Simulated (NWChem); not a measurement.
**C3H6O (propylene oxide): a scaling law for HF**

The species is C3H6O (10 atoms), meant as a singlet with charge 0. As SMILES, `CC1CO1`. Geometry: relaxed at PBE0-D4/def2-TZVP.

HF, gradient, NWChem 7.3.0, on 1 thread of Intel Xeon 6975P-C (Granite Rapids), shared host. N is the number of basis functions, t the processor time.

```
          basis    N  t (s)   ln N   ln t
       6-31G(d)   68    7.5  4.220  2.015
      6-31+G(d)   84     13  4.431  2.565
   6-31++G(d,p)  108     26  4.682  3.258
   6-311+G(d,p)  124     35  4.820  3.555
6-311++G(2d,2p)  168      ?  5.124      ?
```

Fit t = C·Nᵖ to the known rows and estimate the time in 6-311++G(2d,2p).


1. Means of the 4 rows: ln N = 4.53825, ln t = 2.8483.
2. Σ(Δln N)² = 0.21283, Σ(Δln N·Δln t) = 0.55359, so the slope is 0.55359/0.21283 = 2.6011.
3. Intercept: 2.8483 − (2.6011) × 4.53825 = -8.9561. The largest residual of the fit is 0.036.
4. ln t = -8.9561 + 2.6011 × 5.124, so t ≈ 79 s.

The run took 110 s, so the estimate is too short by a factor of about 1.4. The fitted power is 2.6, with the electron count fixed. Fixed start-up costs flatten the line at the short runs, so it runs low for the long one.
